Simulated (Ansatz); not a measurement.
Mulliken charges of BH2O, SMILES `B[O]` radical from r2SCAN/def2-TZVPP in Ansatz (PBE0-D4/def2-TZVP geometry).

```
atom   x (Å)   y (Å)   z (Å)  charge (e)
  B1  -0.001  -0.010  -0.015       0.089
  O2   1.025  -0.341   0.677      -0.131
  H3  -1.053  -0.588   0.152       0.021
  H4   0.084   0.879  -0.834       0.021
```

**Question.** By hand: the dipole of these point charges (1 e Å = 4.8032 D).

**Answer.** Σ q r = (-0.155, 0.050, -0.104) e Å, of length 0.193 e Å = 0.93 D.

**Question.** How does the dipole of the full density compare? (Best estimate.)

**Answer.** The calculation gave: (-0.255, 0.082, -0.172) e Å, 1.53 D; the point charges give 0.61 times that, at 0° from its direction.

Point charges leave out the atoms' own dipoles, such as those of lone pairs, and Mulliken's split depends on the basis, so the two needn't agree.
